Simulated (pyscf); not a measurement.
H₂C=CH–I -> HI + HC≡CH (elimination; singlet surface; C–I, C–H broken, H–I formed). Single points on ωB97X-D3(BJ)/def2-SVP structures (PySCF, gas phase). MP2 and CC: frozen core, UHF for open shells. ΔMP2 is the change of the MP2 total energy from the triple- to the quadruple-zeta basis. Energies in kcal/mol from the reactant's lowest minimum found.

| level | barrier | reaction energy |
|---|---|---|
| ωB97X-D3(BJ)/def2-TZVP | 79.1 | +39.6 |
| PBE/def2-TZVP | 66.4 | +38.6 |
| M06-2X/def2-TZVP | 74.4 | +35.7 |
| HF/def2-TZVP | 79.8 | +29.3 |
| MP2/def2-QZVPP | 79.7 | +35.1 |
| CCSD(T)/def2-TZVPP | 76.2 | +34.0 |
| CCSD(T)/def2-TZVPP + ΔMP2(QZVPP) | [?] | [?] |

Task: What belongs in the gaps?

Result: 
- CCSD(T)/def2-TZVPP + ΔMP2(QZVPP), barrier: 75.2
- CCSD(T)/def2-TZVPP + ΔMP2(QZVPP), reaction energy: +34.6

One saddle was located; it need not be the lowest between these sides. The CCSD(T) − MP2 part came from Ansatz, without density fitting, on the same reference. The largest closed-shell T1 diagnostic is 0.033, which may signal static correlation. The frozen core leaves the outer d or s,p core shells of the metals and heavy elements correlated in the MP2 and CC values, and def2-TZVPP describes them poorly, which can shift differences by a few kcal/mol. Elements past Kr carry the def2 core potentials, without spin-orbit coupling.
